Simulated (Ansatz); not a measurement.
Input file:

```yaml
crystal:
  periodic: [false, false, false]
  atoms:
    - {symbol: Ge, position_ang: [0.000000, -0.691972, 0.000000]}
    - {symbol: Cl, position_ang: [0.000000, 0.708894, -1.673035]}
    - {symbol: Cl, position_ang: [0.000000, 0.708894, 1.673035]}
basis:
  gaussian: {orbitals: cc-pVTZ}
total_charge: 1
magnetization: {spin_polarized: true, initial_magnetization: 1}
correlation: {method: ccsdt_q, electrons: outside_noble_gas}
```

```sh
$ ansatz run in.yaml --threads 2 --pin off --events-out ev --progress --plain --max-ram 24576MiB --backend cuda --devices 0, --max-vram 18GiB
```

Log:

```
1293 factors; integrals over basis functions are off by at most 1.6e-7 eV
mean field evaluation 1: about -81472.2724 eV, gradient 2.2e1 eV
mean field evaluation 2: about -81472.4218 eV, gradient 2.2e1 eV
mean field evaluation 4: about -81475.7982 eV, gradient 2.4e0 eV
mean field evaluation 8: about -81475.9111 eV, gradient 1.1e-1 eV
mean field evaluation 16: about -81474.5187 eV, gradient 1.5e1 eV
mean field evaluation 32: about -81474.5288 eV, gradient 1.4e-1 eV
mean field evaluation 64: about -81474.5288 eV, gradient 5.1e-2 eV
mean field evaluation 96: about -81473.0321 eV, gradient 1.2e-1 eV
mean field evaluation 128: about -81472.2234 eV, gradient 1.2e-1 eV
mean field evaluation 160: about -81469.6341 eV, gradient 1.2e1 eV
...
cycle  11  -13.66019585 eV  change    2.1e-3 eV  update   3.9e-4
cycle  12  -13.66069718 eV  change   -5.0e-4 eV  update   2.0e-4
cycle  13  -13.66084923 eV  change   -1.5e-4 eV  update   8.9e-5
cycle  14  -13.66087224 eV  change   -2.3e-5 eV  update   4.5e-5
cycle  15  -13.66088350 eV  change   -1.1e-5 eV  update   3.0e-5
cycle  16  -13.66089764 eV  change   -1.4e-5 eV  update   1.6e-5
cycle  17  -13.66089501 eV  change    2.6e-6 eV  update   1.1e-5
cycle  18  -13.66088736 eV  change    7.6e-6 eV  update   5.3e-6
cycle  19  -13.66089150 eV  change   -4.1e-6 eV  update   2.3e-6
cycle  20  -13.66089315 eV  change   -1.6e-6 eV  update   1.3e-6
perturbative correction -0.04615881 eV, -0.0016963050 hartree
Total energy: -81489.61849838 eV, -2994.6882441681 hartree
```

Ran on 2 threads of AMD EPYC 7R13 with a shared H100 80 GB, shared host: 1.7 min wall, 2.5 GiB peak host memory.
